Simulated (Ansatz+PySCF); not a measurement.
The numbers below are computed, except where a source is named.
This Ansatz input gave a total energy of -77.23966 hartree.

```yaml
crystal:
  periodic: [false, false, false]
  atoms:
    - { symbol: C, position_ang: [-0.01404, -0.0452, -0.62039] }
    - { symbol: C, position_ang: [-0.01922, -0.04322, 0.62047] }
    - { symbol: H, position_ang: [-0.02913, -0.03164, -1.65375] }
    - { symbol: H, position_ang: [0.02894, 0.03383, 1.70201] }
basis:
  gaussian: { orbitals: def2-SVP }
magnetization:
  spin_polarized: true
hamiltonian:
  xc: { name: wB97X }
scf:
  omitted_lower_state_checks: [stability, starts, atomic_configurations, cluster_reference, orbital_swaps, given_window_search, neighbouring_geometries, increment]
```

(1) Write an input for PySCF with the same method and basis set.

Answers

(1)

```python
from pyscf import gto, dft

mol = gto.M(atom="""
C -0.014040 -0.045200 -0.620390
C -0.019220 -0.043220 0.620470
H -0.029130 -0.031640 -1.653750
H 0.028940 0.033830 1.702010
""", basis='def2-svp', charge=0, spin=0)
mf = dft.UKS(mol, xc='wb97x')
mf.kernel()
print(mf.converged, mf.e_tot, mf.spin_square()[0])
```

PySCF 2.14.0 gave -77.23966 hartree, 0.11 meV from the first.
